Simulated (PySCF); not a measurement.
# Gas-phase thermal properties of F2O

Method: PySCF energies (xtb for GFN2) plus ideal-gas RRHO corrections (1 bar). Table values come from the NASA 1993 polynomials. 6-31G* has spherical d functions here. All species are closed-shell singlets. B3LYP is the form with VWN-RPA correlation. The harmonic model lacks anharmonicity and excited electronic states, which grow with temperature; levels with a mode under 35 cm⁻¹ are left out. The table's entry may be an old estimate for F2O (not checked at source).

| level | point group | σ | ZPE (kJ/mol) | S°298 (J/mol/K) | Cp298 (J/mol/K) | S°1000 (J/mol/K) | H1000 − H298 (kJ/mol) |
|---|---|---|---|---|---|---|---|
| table | - | - | - | 247.5 | 43.4 | 308.9 | 36.5 |
| B3LYP/6-31G* | C2v | 2 | 14.3 | 247.0 | 42.4 | 307.5 | 36.0 |
| GFN2-xTB | C2v | 2 | 13.0 | 247.1 | 43.7 | 308.8 | 36.6 |
| HF/6-31G* | C2v | 2 | 17.6 | 244.3 | 39.6 | 301.9 | 34.4 |
| PBE/def2-SVP | C2v | 2 | 13.2 | 247.7 | 43.5 | 309.3 | 36.5 |
| PBE0/def2-TZVP | C2v | 2 | 15.1 | 245.9 | 41.5 | 305.6 | 35.6 |
σ: rotational symmetry number. Electronic degeneracy used: 1. Frequencies are unscaled.
